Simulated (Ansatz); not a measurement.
The input, for Ansatz 0.2.0:

```yaml
crystal:
  periodic: [false, false, false]
  atoms:
    - {symbol: Ge, position_ang: [0.024952, 0.001173, 0.353495]}
    - {symbol: C, position_ang: [-0.129705, 0.009547, -1.624223]}
    - {symbol: H, position_ang: [-1.114618, -0.022887, -1.921091]}
    - {symbol: H, position_ang: [0.482492, 0.816381, -2.048632]}
    - {symbol: H, position_ang: [0.379448, -0.991801, -2.151515]}
basis:
  gaussian: {orbitals: cc-pVDZ}
magnetization: {spin_polarized: true, initial_magnetization: 1}
hamiltonian: {xc: {name: wB97M-V}}
output: {orbitals: {seedname: orbitals}}
```

```sh
$ ansatz run in.yaml --threads 1 --pin off --events-out ev --progress --plain --max-ram 2393MiB
```

The program prints:

```
  # Of w^i u^j: cxij and so on, Table III.
  gx(w, u) = 1 - cx + cx01*u + cx10*w
  gss(w, u) = css00 + css04*u^4 + css10*w + css20*w^2 + css43*w^4*u^3
  gos(w, u) = cos00 + cos10*w + (cos20 + cos21*u)*w^2 + (cos60 + cos61*u)*w^6
      + integral(e_c_pw_mod_opposite_spin*gos(b97_w_opposite, b97_u_opposite)) + vv10(b, c)
589 factors; integrals over basis functions are off by at most 1.0e-3 eV
181 factors; integrals over basis functions are off by at most 5.1e-6 eV
mean field evaluation 1: about -57594.7497 eV, gradient 2.3e1 eV
mean field evaluation 2: about -57595.4619 eV, gradient 1.9e1 eV
mean field evaluation 4: about -57597.3705 eV, gradient 1.8e-1 eV
mean field evaluation 8: about -57597.4063 eV, gradient 1.5e-2 eV
mean field evaluation 16: about -57597.4068 eV, gradient 2.8e-2 eV
mean field evaluation 32: about -57597.3885 eV, gradient 6.0e-2 eV
mean field -57597.40682526 eV, -2116.6656599037 hartree, gradient 7.4e-6 eV, S^2 0.752442; 2 other end points of the search recorded, 0 dependent functions left out
reference -57597.40685624 eV, -2116.6656610421 hartree; 21, 20 occupied and 35, 36 virtual orbitals, 589 factors
Total energy: -57597.40685624 eV, -2116.6656610421 hartree
```

Ran on 1 thread of Arm Neoverse V2, shared host: 17 s wall, 0.24 GiB peak host memory.
